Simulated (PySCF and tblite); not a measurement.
Results of a calculation; reference values are marked as such.
2 E/Z isomers of C4H5NO, numbered alike:

```csv
isomer,SMILES,descriptors
A,[CH3:1][O:2]/[CH:3]=[CH:4]\[C:5]#[N:6],3=4 Z
B,[CH3:1][O:2]/[CH:3]=[CH:4]/[C:5]#[N:6],3=4 E
```

Each isomer is a Boltzmann average at 298.15 K over at most 6 conformers: GFN2-xTB geometries, energies B3LYP/def2-SVP (IEF-PCM, dichloromethane) (D3(BJ) added where defined), GFN2-xTB thermal terms. Programs: PySCF with density fitting and tblite.

Equilibrium rotational constants and dipole components of each isomer's leading conformer, in random order:

```
set  A (MHz)  B (MHz)  C (MHz)  abs μa  abs μb  abs μc (D)
  P    10789     1958     1675    6.53    3.60        0.01
  Q    18167     1642     1521    6.09    1.37        0.00
```

Question: Match sets and isomers.

Answer: P is A (Cs), Q is B (Cs).

The whole study took 2.8 min on 1 thread of Arm Neoverse N1, on a host shared with other jobs (rough), peak memory 0.69 GiB, launched as `OMP_NUM_THREADS=1 python ens_run.py task.json out`.
